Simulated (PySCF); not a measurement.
# One shape, several levels: AlSiH4Cl (SMILES [SiH3][AlH][Cl])

Aim: a comparison of 6 runs (HF/STO-3G, HF/3-21G, B3LYP/cc-pVDZ, M06-2X/def2-SVP, PBE0/def2-SVP, r2SCAN/6-311+G**) of AlSiH4Cl. The job is set up through a Python script.

The results are computed with PySCF 2.14.0.

2 further runs of the same task are left out: 2 that didn't finish.

**1. The system as given**

The species is AlSiH4Cl (7 atoms), meant as a singlet with charge 0. As SMILES, `[SiH3][AlH][Cl]`. The shape is that of a PBE0-D4/def2-TZVP optimisation.

Bond lengths: Si1–Al2 2.446 Å, Al2–Cl3 2.104 Å, Si1–H4 1.490 Å, Si1–H5 1.490 Å, Si1–H6 1.489 Å, Al2–H7 1.581 Å. Angles: Si1–Al2–Cl3 116.2°, Si1–Al2–H7 127.5°, Cl3–Al2–H7 116.3°, Al2–Si1–H4 110.2°, Al2–Si1–H5 110.2°, Al2–Si1–H6 112.2°, H4–Si1–H5 107.8°, H4–Si1–H6 108.2°, H5–Si1–H6 108.1°.

**2. Energy and forces at HF/STO-3G (run 1)**

File mol.xyz:

```xyz
7

Si    -0.861200     0.582500    -0.311200
Al     1.094800    -0.612400     0.543100
Cl     1.783400    -2.223100    -0.622900
H     -2.012700    -0.351800    -0.455300
H     -0.567600     1.154700    -1.655100
H     -1.276600     1.696100     0.586300
H      1.901100    -0.314000     1.869500
```

File run.py:

```python
from pyscf import gto, scf

mol = gto.M(
    atom='mol.xyz',
    max_memory=1860,
    charge=0,
    basis='sto-3g',
    verbose=4,
    spin=0,
)

mf = scf.RHF(mol)
mf.conv_tol = 1e-10
mf.kernel()
if not mf.converged:
    mf = mf.newton().run(mf.mo_coeff, mf.mo_occ)

e_tot = mf.e_tot
print('Final energy', e_tot)
grad = mf.nuc_grad_method().kernel()
mf.analyze()
```

Launch:

```bash
$ OMP_NUM_THREADS=1 python run.py
```

The log of the run:

```text
PySCF version 2.14.0

[... 74 lines left out ...]
Nuclear Repulsion Energy =             164.989917969609053
[... 6 lines left out ...]
MO #1   energy= -103.573762029628  occ= 2
[... 4 lines left out ...]
MO #6   energy= -7.71165745217481  occ= 2
[... 4 lines left out ...]
MO #11  energy= -3.95242201881996  occ= 2
[... 4 lines left out ...]
MO #16  energy= -0.957743318839198 occ= 2
[... 4 lines left out ...]
MO #21  energy= -0.390299086196629 occ= 2
[... 4 lines left out ...]
MO #26  energy= 0.313871503188186  occ= 0
[... 4 lines left out ...]
MO #31  energy= 0.654067440756829  occ= 0
[... 41 lines left out ...]
Dipole moment(X, Y, Z, Debye): -0.77570,  2.27167,  1.87948
```

Run time: 6 s. Hardware: 1 thread of Intel Xeon at 2.50GHz (Skylake/Cascade Lake), shared host; peak memory 0.12 GiB.

**3. Energy and gradient at HF/3-21G (run 2)**

File input.xyz:

```xyz
7
AlClH4Si
Si    -0.861200     0.582500    -0.311200
Al     1.094800    -0.612400     0.543100
Cl     1.783400    -2.223100    -0.622900
H     -2.012700    -0.351800    -0.455300
H     -0.567600     1.154700    -1.655100
H     -1.276600     1.696100     0.586300
H      1.901100    -0.314000     1.869500
```

File run.py:

```python
import pyscf.grad
from pyscf import gto, scf

mol = gto.M(
    atom='input.xyz',
    max_memory=1860,
    basis='3-21g',
    spin=0,
    verbose=3,
)

mf = scf.RHF(mol)
mf.conv_tol = 1e-10
mf.kernel()
if not mf.converged:
    mf = mf.newton().run(mf.mo_coeff, mf.mo_occ)

e_tot = mf.e_tot
print('E = %.10f Eh' % e_tot)
grad = mf.Gradients().kernel()
dip = mf.dip_moment()
pop, q = mf.mulliken_pop()
```

Launch:

```bash
$ OMP_NUM_THREADS=1 python run.py
```

The log of the run:

```text
converged SCF energy = -987.654126173536
E = -987.6541261735 Eh
--------------- RHF gradients ---------------
         x                y                z
0 Si     0.0039823116    -0.0024227118     0.0017328629
1 Al     0.0120225613    -0.0268357188    -0.0187904485
2 Cl    -0.0129681143     0.0281585772     0.0192834332
3 H     0.0000907623     0.0006200089    -0.0002534821
4 H    -0.0005947621    -0.0000977193     0.0003304929
5 H    -0.0009536042     0.0002781937    -0.0007959168
6 H    -0.0015791547     0.0002993701    -0.0015069416
----------------------------------------------
Dipole moment(X, Y, Z, Debye): -0.74340,  1.94647,  1.51512
 ** Mulliken pop  **
pop of  0 Si 1s           1.99862
pop of  0 Si 2s           1.97569
pop of  0 Si 3s           0.64391
pop of  0 Si 4s           0.79033
pop of  0 Si 2px          1.95740
pop of  0 Si 2py          1.95737
pop of  0 Si 2pz          1.95735
pop of  0 Si 3px          0.55258
pop of  0 Si 3py          0.54344
pop of  0 Si 3pz          0.53900
pop of  0 Si 4px          0.37055
pop of  0 Si 4py          0.26577
pop of  0 Si 4pz          0.26325
pop of  1 Al 1s           1.99890
pop of  1 Al 2s           1.98190
pop of  1 Al 3s           0.72936
pop of  1 Al 4s           0.17587
pop of  1 Al 2px          1.96075
pop of  1 Al 2py          1.95816
pop of  1 Al 2pz          1.96139
pop of  1 Al 3px          0.41491
pop of  1 Al 3py          0.30018
pop of  1 Al 3pz          0.41260
pop of  1 Al 4px          0.03425
pop of  1 Al 4py         -0.01441
pop of  1 Al 4pz          0.06991
pop of  2 Cl 1s           1.99859
pop of  2 Cl 2s           1.95870
pop of  2 Cl 3s           1.09727
pop of  2 Cl 4s           0.95660
pop of  2 Cl 2px          1.96949
pop of  2 Cl 2py          1.96763
pop of  2 Cl 2pz          1.96886
pop of  2 Cl 3px          1.03192
pop of  2 Cl 3py          0.97516
pop of  2 Cl 3pz          1.01437
pop of  2 Cl 4px          0.89607
pop of  2 Cl 4py          0.82572
pop of  2 Cl 4pz          0.86744
pop of  3 H 1s            0.41683
pop of  3 H 2s            0.72894
pop of  4 H 1s            0.41684
pop of  4 H 2s            0.72902
pop of  5 H 1s            0.41709
pop of  5 H 2s            0.74335
pop of  6 H 1s            0.39666
pop of  6 H 2s            0.82442
 ** Mulliken atomic charges  **
charge of    0Si =      0.18474
charge of    1Al =      1.01623
charge of    2Cl =     -0.52782
charge of    3H =     -0.14578
charge of    4H =     -0.14586
charge of    5H =     -0.16044
charge of    6H =     -0.22108
```

It took 7 s on 1 thread of Intel Xeon at 2.50GHz (Skylake/Cascade Lake), shared host; peak memory 0.12 GiB.

Runs 3 to 5 aren't shown in full; the table further down has their settings and results.

**4. Energy and forces at r2SCAN/6-311+G(d,p) (run 6)**

File input.py:

```python
from pyscf import gto, dft

mol = gto.M(
    atom='''
Si  -0.861200   0.582500  -0.311200
Al   1.094800  -0.612400   0.543100
Cl   1.783400  -2.223100  -0.622900
H   -2.012700  -0.351800  -0.455300
H   -0.567600   1.154700  -1.655100
H   -1.276600   1.696100   0.586300
H    1.901100  -0.314000   1.869500
''',
    charge=0,
    max_memory=1860,
    basis='6-311+g**',
    verbose=4,
)

mf = dft.RKS(mol, xc='r2scan')
mf.conv_tol = 1e-10
mf.grids.level = 5
mf.kernel()
if not mf.converged:
    mf = mf.newton().run(mf.mo_coeff, mf.mo_occ)

e_tot = mf.e_tot
print(f'total energy: {e_tot:.8f} hartree')
grad = mf.nuc_grad_method().kernel()
dip = mf.dip_moment()
pop, q = mf.mulliken_pop()
```

Launch:

```bash
$ OMP_NUM_THREADS=1 python input.py
```

The log of the run:

```text
PySCF version 2.14.0

[... 76 lines left out ...]
converged SCF energy = -994.51019142712
total energy: -994.51019143 hartree
[... 14 lines left out ...]
Dipole moment(X, Y, Z, Debye): -0.55132,  1.16362,  0.77856
[... 122 lines left out ...]
charge of    6H =     -0.15528
```

Run time: 2.4 min. Hardware: 1 thread of Intel Xeon at 2.50GHz (Skylake/Cascade Lake), shared host; peak memory 1.2 GiB.

**5. The series**

| run | level | integration grid | energy (Eh) | dipole moment (D) | HOMO energy (eV) | LUMO energy (eV) | wall time |
| --- | --- | --- | --- | --- | --- | --- | --- |
| 1 | HF/STO-3G | – | -981.612122 | 3.05 | -7.96 | 7.36 | 6 s |
| 2 | HF/3-21G | – | -987.654126 | 2.58 | -10.55 | 0.50 | 7 s |
| 3 | B3LYP/cc-pVDZ | 5 | -994.633936 | 1.29 | -7.54 | -2.12 | 62 s |
| 4 | M06-2X/def2-SVP | 5 | -994.209835 | 1.23 | -8.81 | -1.30 | 83 s |
| 5 | PBE0/def2-SVP | 5 | -993.871496 | 1.15 | -7.79 | -1.96 | 56 s |
| 6 | r2SCAN/6-311+G** | 5 | -994.510191 | 1.50 | -7.02 | -2.60 | 2.4 min |

**6. Outcome**

| quantity | value |
| --- | --- |
| run 6: total energy | -994.51019 Eh |
| run 6: dipole moment | 1.50 D |
| run 6: HOMO energy | -7.02 eV |
| run 6: LUMO energy | -2.60 eV |
| run 6: HOMO–LUMO gap | 4.43 eV |
| run 6: largest force on an atom | 0.137 eV/Å |

The dipole moment (its size) runs from 1.15 D (PBE0/def2-SVP) to 3.05 D (HF/STO-3G). The two ends differ in method and basis. The HOMO–LUMO gap runs from 4.43 eV (r2SCAN/6-311+G**) to 15.33 eV (HF/STO-3G). Totals of different functionals can't be ranked against each other. In run 1 the basis is minimal, so the values are rough. All runs together took 5.9 min, the longest 2.4 min.
